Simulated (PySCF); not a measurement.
# H2O2 (hydrogen peroxide) at NEVPT2(2,2)/STO-3G

Aim: the energy change on altering one bond length of H2O2 (hydrogen peroxide) at NEVPT2(2,2)/STO-3G, from 2 runs. 

The calculation is run with PySCF 2.14.0.

9 further runs of the same task are left out: 9 set aside as unsound or not needed.

## (1) Starting point

The species is H2O2 (4 atoms), meant as a singlet with charge 0. SMILES: `OO`. The shape is that of a PBE0-D4/def2-TZVP optimisation.

Bond lengths: O1–O2 1.426 Å, O1–H3 0.965 Å, O2–H4 0.965 Å. Angles: O1–O2–H4 101.1°, O2–O1–H3 101.1°.

## (2) A single-point energy at NEVPT2(2,2)/STO-3G

The input, run.py:

```python
import numpy
from pyscf import gto, scf, mp, mcscf, mrpt

mol = gto.M(
    atom='O -0.486800 -0.581100 0.030600; O 0.048300 0.728400 0.206900; H 0.186400 -1.117000 0.467400; H 0.252100 0.969800 -0.704900',
    max_memory=1860,
    basis='sto-3g',
    spin=0,
    verbose=3,
    charge=0,
)

mf = mol.RHF()
mf.conv_tol = 1e-10
mf.kernel()
if not mf.converged:
    mf = mf.newton().run(mf.mo_coeff, mf.mo_occ)

pt = mp.MP2(scf.addons.convert_to_uhf(mf)).run()
noons, natorbs = mcscf.addons.make_natural_orbitals(pt)
print('natural occupations', numpy.round(noons[:40], 4))
cas = mcscf.CASSCF(mf, 2, 2)
cas.fix_spin_(ss=0.0)
cas.natorb = True
cas.kernel(natorbs)
e_pt2 = mrpt.NEVPT(cas).kernel()
energy = cas.e_tot + e_pt2
print('Final energy', energy)
```

The run is started by

```bash
OMP_NUM_THREADS=1 python run.py
```

Output:

```text
converged SCF energy = -148.760540624267
E(UMP2) = -148.83673611365  E_corr = -0.0761954893828825
E(SCS-UMP2) = -148.846991466359  E_corr = -0.0864508420915394
natural occupations [2.     2.     1.9989 1.9987 1.9983 1.9973 1.9869 1.9868 1.9695 0.0345
 0.0149 0.0143]
CASSCF energy = -148.802910522816
CASCI E = -148.802910522816  E(CI) = -1.77530902310943  S^2 = 0.0000000
Sr    (-1)',   E = -0.00000000001865
Si    (+1)',   E = -0.00000000010991
Sijrs (0)  ,   E = -0.02922578431107
Sijr  (+1) ,   E = -0.00179277705162
Srsi  (-1) ,   E = -0.00030877890546
Srs   (-2) ,   E = -0.00009521255160
Sij   (+2) ,   E = -0.00243508910501
Sir   (0)' ,   E = -0.01122252066370
Nevpt2 Energy = -0.045080162717017
Final energy -148.84799068553343
```

Wall time 0.82 s (1 thread of Arm Neoverse V1, shared host); peak memory 0.12 GiB.

## (3) The distorted shape, same level

The input, mol.xyz:

```xyz
4
H2O2
O     -0.621459    -0.473905    -0.056772
O     -0.086359     0.835595     0.119528
H      0.186400    -1.117000     0.467400
H      0.117441     1.076995    -0.792272
```

The input, calc.py:

```python
import numpy
from pyscf import gto, scf, mp, mcscf, mrpt

mol = gto.M(
    atom='mol.xyz',
    basis='sto-3g',
    max_memory=1860,
    verbose=3,
)

calc0 = scf.RHF(mol)
calc0.conv_tol = 1e-10
calc0.kernel()
if not calc0.converged:
    calc0 = calc0.newton().run(calc0.mo_coeff, calc0.mo_occ)

pt = mp.MP2(scf.addons.convert_to_uhf(calc0)).run()
noons, natorbs = mcscf.addons.make_natural_orbitals(pt)
print('natural occupations', numpy.round(noons[:40], 4))
cas = mcscf.CASSCF(calc0, 2, 2)
cas.fix_spin_(ss=0.0)
cas.natorb = True
cas.kernel(natorbs)
e_pt2 = mrpt.NEVPT(cas).kernel()
energy = cas.e_tot + e_pt2
print(f'total energy: {energy:.8f} hartree')
```

The run is started by

```bash
OMP_NUM_THREADS=1 python calc.py
```

Output:

```text
converged SCF energy = -148.741994020572
E(UMP2) = -148.828687848936  E_corr = -0.0866938283637521
E(SCS-UMP2) = -148.8400159431  E_corr = -0.0980219225281567
natural occupations [2.     2.     1.9988 1.9985 1.9981 1.997  1.9867 1.9752 1.9675 0.0363
 0.0271 0.0147]
CASSCF energy = -148.784664761793
CASCI E = -148.784664761793  E(CI) = -1.76372015117127  S^2 = 0.0000000
Sr    (-1)',   E = 0.00000000000016
Si    (+1)',   E = 0.00000000000321
Sijrs (0)  ,   E = -0.03730608616257
Sijr  (+1) ,   E = -0.00182784626595
Srsi  (-1) ,   E = -0.00031344291800
Srs   (-2) ,   E = -0.00009136968671
Sij   (+2) ,   E = -0.00241789394407
Sir   (0)' ,   E = -0.01286395048456
Nevpt2 Energy = -0.054820589458504
total energy: -148.83948535 hartree
```

Run time: 0.86 s. Hardware: 1 thread of Arm Neoverse V1, shared host; peak memory 0.12 GiB.

## (4) What came out

Level: NEVPT2(2,2)/STO-3G.

| quantity | value |
| --- | --- |
| first shape: total energy | -148.84799 Eh |
| first shape: dipole moment (Hartree–Fock density) | 1.57 D |
| first shape: HOMO energy (Hartree–Fock orbitals) | -9.92 eV |
| first shape: LUMO energy (Hartree–Fock orbitals) | 13.16 eV |
| first shape: HOMO–LUMO gap (Hartree–Fock orbitals) | 23.08 eV |
| distorted shape: total energy | -148.83949 Eh |
| distorted shape: dipole moment (Hartree–Fock density) | 1.49 D |
| distorted shape: HOMO energy (Hartree–Fock orbitals) | -9.77 eV |
| distorted shape: LUMO energy (Hartree–Fock orbitals) | 11.98 eV |
| distorted shape: HOMO–LUMO gap (Hartree–Fock orbitals) | 21.75 eV |
| energy change with the O1–H3 bond stretched from 0.965 to 1.158 Å | 0.231 eV |

What this shows: With the O1–H3 bond stretched from 0.965 to 1.158 Å the energy rises by 0.23 eV (5.3 kcal/mol). The first shape isn't relaxed at this level, so the change isn't measured from a minimum. The minimal basis adds a large error of its own. Mulliken charges (first shape) of the mean-field density run from -0.20 on O1 to +0.20 on H3; they depend strongly on the basis.
